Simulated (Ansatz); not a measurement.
Ideal-gas functions of `O=S(=O)([O-])O` at 298.15 K and 1 bar, from an Ansatz frequency run at PBE0-D4/def2-TZVPD.

Molar mass 97.07 g/mol, point group Cs (symmetry number 1), electronic degeneracy 1, moments of inertia 96.242, 98.537, 100.226 u Å². Harmonic wavenumbers (cm⁻¹, unscaled): 98, 398, 426, 555, 571, 576, 751, 1076, 1150, 1277, 1327, 3849.

Use S(trans) = R[1.5 ln M + 2.5 ln T − 1.1517]; rotational temperatures θ = 24.2544 K / I; S(rot) = R[ln(√π/σ · √(T³/θAθBθC)) + 1.5]; for each mode x = 1.438777 ν̃/T, S = R[x/(eˣ − 1) − ln(1 − e⁻ˣ)] and H = RT x/(eˣ − 1); 1 cm⁻¹ = 0.0119627 kJ/mol; R = 8.31446 J/(mol·K).

Question: By hand: the entropy, in J/(mol·K).

Answer: Translation 165.9. Rotation: θ = 0.252, 0.2461, 0.242 K, giving 105.7. Vibration, mode by mode: 14.62, 4.06, 3.65, 2.23, 2.10, 2.06, 1.05, 0.29, 0.21, 0.13, 0.10, 0.00, in all 30.5. Electronic 0.0. Sum 302.1 J/(mol·K).

Question: By hand: H − E and G − E in kJ/mol, counted from the electronic energy.

Answer: Zero-point energy ½ × 12054 × 0.0119627 = 72.1; thermal vibration 5.3; translation, rotation and pV give 4 RT = 9.9. H − E = 87.3 kJ/mol, and G − E = 87.3 − 298.15 × 302.1/1000 = -2.8 kJ/mol.

Vibration gives 10 % of the entropy, 14.6 J/(mol·K) of it from the mode under 150 cm⁻¹: soft modes count most, and the harmonic formula is weakest for them. The sum counts one conformer and one mirror image; others add a mixing term.
